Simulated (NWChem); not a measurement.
# Two attempts at CHF2O (SMILES [O]C(F)F)

Wanted: the energy of CHF2O, UMP4(SDQ)/cc-pVDZ (DKH3).

The results are computed with NWChem 7.3.0.

2 further runs of the same task are left out: 1 that didn't finish, 1 set aside as unsound or not needed.

### Step 1. Starting point

The species is CHF2O (5 atoms), meant as a doublet with charge 0. As SMILES, `[O]C(F)F`. The shape is that of a PBE0-D4/def2-TZVP optimisation.

Bond lengths: O1–C2 1.320 Å, C2–F3 1.347 Å, C2–F4 1.347 Å, C2–H5 1.113 Å. Angles: O1–C2–F3 113.9°, O1–C2–F4 113.9°, F3–C2–F4 106.7°, O1–C2–H5 103.3°, F3–C2–H5 109.5°, F4–C2–H5 109.5°.

### Step 2. Try one

File run.nw:

```
START run
TITLE "CHF2O"
memory 2200 mb
charge 0

GEOMETRY units atomic noautosym nocenter noautoz
O  -1.02347567 -0.73264682  2.15031936
C   0.02078699  0.00226767  0.00774788
F   2.08380100 -1.33792610 -0.64779812
F  -1.55977994 -0.06462863 -1.98704702
H   0.57315393  1.99366106  0.39835427
END

BASIS spherical bse
O library 6-31Gd
C library 6-31Gd
F library 6-31Gd
H library 6-31Gd
END

RELATIVISTIC
douglas-kroll dk3
END

SCF
doublet
uhf
thresh 1e-06
maxiter 60
direct
noprint "final vectors analysis"
END

TCE
scf
mbpt4(sdq)
freeze core 4
maxiter 100
END

TASK tce energy
```

On the command line:

```
$ nwchem run.nw > run.out
```

What it wrote:

```text
Northwest Computational Chemistry Package (NWChem) 7.3.0
             --------------------------------------------------------

           Job information
           ---------------

    nwchem branch   = 7.3.0
    use scalapack   = T
    input           = run.nw
    prefix          = run.
    data base       = ./run.db
    status          = startup
    nproc           =        1

           Memory information
           ------------------

    heap     =     72089596 doubles =      550.0 Mbytes
    stack    =     72089601 doubles =      550.0 Mbytes
    global   =    144179200 doubles =     1100.0 Mbytes (distinct from heap & stack)
    total    =    288358397 doubles =     2200.0 Mbytes
    verify   = yes
    hardfail = no

           Directory information
           ---------------------

  0 permanent = .
  0 scratch   = .

                                NWChem Input Module
                                -------------------

                                       CHF2O
                                       -----

                             Geometry "geometry" -> ""
                             -------------------------

 Output coordinates in a.u. (scale by  1.000000000 to convert to a.u.)

[... 18 lines left out ...]
            Nuclear Dipole moment (a.u.)
[... 43 lines left out ...]
 Attempting to read a basis set from a  non-existing file:
 <dir>
 ------------------------------------------------------------------------
 bas_tag_lib: failed opening basis file                   0
 ------------------------------------------------------------------------
 input error at line   15: at end of line looking for character string
 O library 6-31Gd
 ------------------------------------------------------------------------
  current input line :
    15: O library 6-31Gd
 ------------------------------------------------------------------------
 ------------------------------------------------------------------------
 There is an error in the specified basis set
 ------------------------------------------------------------------------

0:bas_tag_lib: failed opening basis file:Received an Error in Communication
  Errorcode: -1
```

It took 0.48 s on 1 thread of Intel Xeon 6975P-C (Granite Rapids), shared host; peak memory 0.072 GiB.

### Step 3. Reading the log

The program stopped with an error.

The log says `There is an error in the specified basis set`. What is wrong: the input names a basis that the program doesn't know. To mend it: basis set cc-pVDZ in place of 6-31Gd.

### Step 4. The mended input

File run.nw:

```
start run
title "CHF2O"
memory total 2200 mb
charge 0

geometry units bohr noautosym nocenter noautoz
  O     -1.02347567    -0.73264682     2.15031936
  C      0.02078699     0.00226767     0.00774788
  F      2.08380100    -1.33792610    -0.64779812
  F     -1.55977994    -0.06462863    -1.98704702
  H      0.57315393     1.99366106     0.39835427
end

basis spherical bse
  O library cc-pVDZ
  C library cc-pVDZ
  F library cc-pVDZ
  H library cc-pVDZ
end

relativistic
  douglas-kroll dk3
end

scf
  doublet
  uhf
  thresh 1e-06
  maxiter 60
  direct
end

tce
  scf
  mbpt4(sdq)
  freeze core 4
  maxiter 100
end

task tce energy
```

On the command line:

```
$ nwchem run.nw > run.out
```

What it wrote:

```text
[...]
  functions       =    61
[...]
  wavefunction    = UHF
[...]
         Total SCF energy =   -312.384563982072
      One electron energy =   -682.544942984614
      Two electron energy =    244.788693816067
 Nuclear repulsion energy =    125.371685186475
                       Sz =      0.5000
                 Sz(Sz+1) =      0.7500
                      S^2 =      0.7569
[...]
         Wavefunction type : Unrestricted Hartree-Fock
          No. of electrons :    33
[...]
         Spin multiplicity : doublet
[...]
 Warning: unknown model (tce_tile.F)
[...]
```

Wall time 22 s (1 thread of Intel Xeon 6975P-C (Granite Rapids), shared host); peak memory 0.47 GiB.

### Step 5. What came out

At UMP4(SDQ)/cc-pVDZ (DKH3):

| quantity | value |
| --- | --- |
| total energy | -313.04985 Eh |
| HOMO energy (Hartree–Fock orbitals) (highest over α and β) | -14.96 eV |
| LUMO energy (Hartree–Fock orbitals) (lowest over α and β) | 1.47 eV |
| correlation energy (4 core orbitals frozen) | -665.3 mEh |
| ⟨S²⟩ of the reference determinant | 0.757 |

In words: Mulliken charges run from -0.29 on F3 to +0.69 on C2; they depend strongly on the basis.
